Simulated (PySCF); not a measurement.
**How methods differ on the electron affinity of F**

F⁻ [Ne] (1S) → F [He] 2s2 2p5 (2P), as a difference of total energies. All numbers are calculated (PySCF 2.14, the non-relativistic Hamiltonian (point nucleus), in def2-QZVPPD (8s5p4d2f1g, 66 functions)). Correlated levels: valence: 1s2 frozen. The calculations carry no spin-orbit coupling.

| method | electron affinity (eV) |
| --- | --- |
| UHF | 1.176 |
| MP2 (valence) | 3.655 |
| SCS-MP2 (valence) | 3.474 |
| CCSD (valence) | 3.159 |
| CCSD(T) (valence) | 3.326 |

Question: How much does correlation contribute at CCSD(T) (valence)?

Answer: 3.326 − (1.176) = 2.150 eV, measured against UHF.

A first-order spin-orbit estimate (lowest level to lowest level, LS coupling) adds -0.017 eV.

Errors of the correlated levels include the incompleteness of this basis and the frozen core.

For comparison: 3.401 eV (measured; photodetachment measurements, as compiled on the Wikipedia data page of electron affinities).
